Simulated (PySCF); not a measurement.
Method: PBE-D3(BJ)/def2-TZVP // PBE0-D3(BJ)/def2-TZVP run with PySCF. Isolated molecules, 0 K electronic values unless said otherwise. 

Reference species (SMILES): `ClC(Cl)(Cl)Cl` (neutral, multiplicity 1).

* **dipole moment**: 0.00 D

Changed species: `C` (whole molecule; the reference has whole molecule).

Problem. What does the change do to the dipole moment?

Solution. the dipole moment stays essentially unchanged.
